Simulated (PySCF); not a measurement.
C4H7S (doublet state).
Geometry (GFN2-xTB, Å), atoms numbered from 1 in this order:
```
atom  x, y, z in Å
C1    -0.8249    1.3267    0.1634
C2    -0.0792    0.1131    0.4676
C3    -0.5991   -1.1824   -0.2055
S4     1.0813   -1.7346   -0.6641
C5     1.3271    0.0111   -0.1847
H6    -1.0291    1.5837   -0.8591
H7    -1.1709    1.9857    0.9348
H8     0.0067   -0.0369    1.5456
H9    -1.1939   -0.9932   -1.0974
H10   -1.1176   -1.8743    0.4529
H11    2.1662    0.1632    0.4892
H12    1.4346    0.6373   -1.0688
```

The hyperfine couplings belong to this conformer and change with its torsions.

As a line formula: `[CH2]C1CSC1` [radical].

Method used: UKS B3LYP, pcH-1 on C H S, non-relativistic, mean-field spin-orbit, GIAO (PySCF 2.14.0). Geometry: GFN2-xTB, one conformer, isolated molecule. Couplings are sensitive to structure, and on GFN2-xTB geometries they can be far from those on DFT ones. No stability test was run, so a lower SCF solution isn't excluded.

**Question.** Break the g tensor into its mass correction, gauge correction and orbital-Zeeman/spin–orbit terms.

**Answer.** 
```json
{"Δg (ppm)": "relativistic mass correction", "1": "-145", "2": "-145", "3": "-145"}
{"Δg (ppm)": "gauge correction", "1": "6", "2": "49", "3": "34"}
{"Δg (ppm)": "orbital Zeeman/spin–orbit", "1": "-36", "2": "1190", "3": "1736"}
{"Δg (ppm)": "total", "1": "-175", "2": "1093", "3": "1625"}
```

So g = 2.00214, 2.00341, 2.00394 and g_iso = 2.00317; the tensor is rhombic: the two nearest values differ by 30 % of g3 − g1. 

**Question.** What are the electron Larmor frequencies g μB B/h along the three axes at 340 mT?

**Answer.** 9.5277, 9.5337, 9.5362 GHz for g1, g2 and g3, a range of 8.6 MHz.

**Question.** How much does each term add to the isotropic shift?

**Answer.** The orbital-Zeeman/spin–orbit term 963, the mass correction -145 and the gauge correction 30 ppm, for a total of 848 ppm. The orbital-Zeeman/spin–orbit term is the largest in size. The mass correction is the same along every axis, so the anisotropy comes from the other two: their spans along these axes are 42 (gauge) and 1772 ppm (orbital Zeeman/spin–orbit).

**Question.** What effective moment and Curie constant follow for a powder?

**Answer.** With the mean of g² = 4.0127 and S(S+1) = 0.75: μ_eff = √(⟨g²⟩S(S+1)) = 1.735 μB and χT = 0.12505·⟨g²⟩·S(S+1) = 0.376 cm³ K/mol (cgs; spin-Hamiltonian part alone).

**Question.** In a frozen sample, at which fields do the three g values resonate at 9.5, 34, 94 and 263 GHz (hyperfine left aside), and which band first spreads them over more than twice a line width of 1.0 mT?

**Answer.** 
| band | GHz | B(g3) mT | B(g2) mT | B(g1) mT | spread mT |
| --- | --- | --- | --- | --- | --- |
| X | 9.5 | 338.71 | 338.80 | 339.01 | 0.30 |
| Q | 34.0 | 1212.22 | 1212.54 | 1213.31 | 1.09 |
| W | 94.0 | 3351.43 | 3352.32 | 3354.45 | 3.01 |
| J | 263.0 | 9376.88 | 9379.37 | 9385.31 | 8.43 |

The spread grows in proportion to the frequency. W band is the first where it exceeds 2.0 mT.

The Mulliken spin populations are largest on C1 (+1.06) and C2 (-0.09). No atom but C1 exceeds +0.15. The positive populations add up to 1.19 and the negative ones to -0.19, together 2S = 1. The angles at C1 add up to 360.0°, so it is planar; its axial dipolar tensor and the negative couplings of its protons fit spin in a p orbital normal to that plane.

The HOMO–LUMO gaps are 6.38 eV among the α and 3.77 eV among the β orbitals.
